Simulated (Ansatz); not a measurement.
A nudged elastic band was laid between two geometries of H3N + H6Si2 (12 atoms, charge 0, multiplicity 1).

Computed with RKS PBE/6-31G* in Ansatz 0.2.0.

```yaml
movable_images: 5
climbing_image: yes
spring: 5.0 eV/Å²
optimiser: quadratic models (default)
start_path: through a guess of the saddle point
force_threshold: 0.05 eV/Å
iteration_limit: 60
end_points: relaxed
```

First end point:

```xyz
12
Properties=species:S:1:pos:R:3
Si 0.347 -0.085 0.059
Si 0.261 -0.138 2.400
H -0.539 -1.304 2.907
H 1.641 -0.286 2.995
H -0.306 1.130 2.970
H 1.763 -0.207 -0.451
H -0.187 1.207 -0.491
H -0.418 -1.222 -0.556
N -2.469 0.189 1.169
H -2.909 -0.432 0.480
H -2.728 1.145 0.901
H -2.940 0.003 2.062
```

Last end point:

```xyz
12
Properties=species:S:1:pos:R:3
Si -0.572 0.246 -0.811
Si -0.077 -0.326 3.594
H -0.354 -0.424 5.064
H 1.044 -1.251 3.233
H 0.298 1.084 3.253
H 0.544 0.012 0.184
H -0.319 1.585 -1.436
H -0.469 -0.839 -1.842
N -2.215 0.248 -0.209
H -2.577 -0.633 0.160
H -2.478 1.008 0.419
H -1.311 -0.710 2.835
```

Task: Which bonds break or form, and what moves?

Result: Bonds broken: Si1–Si2, N9–H12. Bonds formed: Si1–N9, Si2–H12. H3N + H6Si2 becomes H4Si + H5NSi.

Task: What energy profile does the band end with?

Result: The forces met the threshold. The highest image is number 3 of 0 to 6, 1.83 eV above the first end and 1.88 eV above the last; the last end lies 0.05 eV below the first. Neighbouring images differ by up to 1.5 eV, so the band resolves the path poorly. A vibrational analysis at the climbing image gives 2 clearly imaginary modes (473i, 193i cm⁻¹): a point of higher order, so a lower path passes nearby. The orbitals stay closed-shell, which can raise the energy where a bond breaks towards radicals; this wasn't checked here.

| image | path coordinate (Å) | energy (eV) | Si1–Si2 (Å) | N9–H12 (Å) | Si1–N9 (Å) |
| --- | --- | --- | --- | --- | --- |
| 0 | 0.00 | 0.00 | 2.34 | 1.03 | 3.04 |
| 1 | 1.49 | 0.05 | 2.35 | 1.03 | 2.92 |
| 2 | 2.98 | 0.41 | 2.43 | 1.03 | 2.32 |
| 3 | 4.47 | 1.83 | 3.22 | 1.11 | 1.94 |
| 4 | 5.41 | 0.32 | 3.56 | 2.04 | 1.75 |
| 5 | 6.36 | -0.03 | 4.08 | 2.88 | 1.75 |
| 6 | 7.31 | -0.05 | 4.47 | 3.32 | 1.75 |

Task: What is the geometry of the highest image?

Result: 
```xyz
12
Properties=species:S:1:pos:R:3:forces:R:3
Si -0.348 0.120 -0.197 0.00 -0.01 0.00
Si -0.072 -0.060 3.005 0.00 0.00 -0.02
H -0.606 -0.216 4.420 0.00 0.00 0.00
H 1.031 -1.103 2.933 0.00 0.00 0.00
H 0.725 1.233 3.082 0.00 0.00 0.00
H 0.998 0.225 0.436 0.00 0.01 0.00
H -0.596 1.374 -0.977 0.00 0.00 -0.01
H -0.352 -1.076 -1.098 0.00 0.00 0.01
N -2.125 -0.102 0.560 0.00 0.03 0.01
H -2.641 -0.931 0.212 0.01 -0.01 0.01
H -2.721 0.738 0.458 0.00 0.00 0.00
H -1.779 -0.202 1.611 0.00 -0.01 0.00
```

The band took 19 iterations and about 4 core-minutes.

Time of the run: 3.6 min on 1 thread of Arm Neoverse V2 (shared host), peak memory 0.11 GiB.
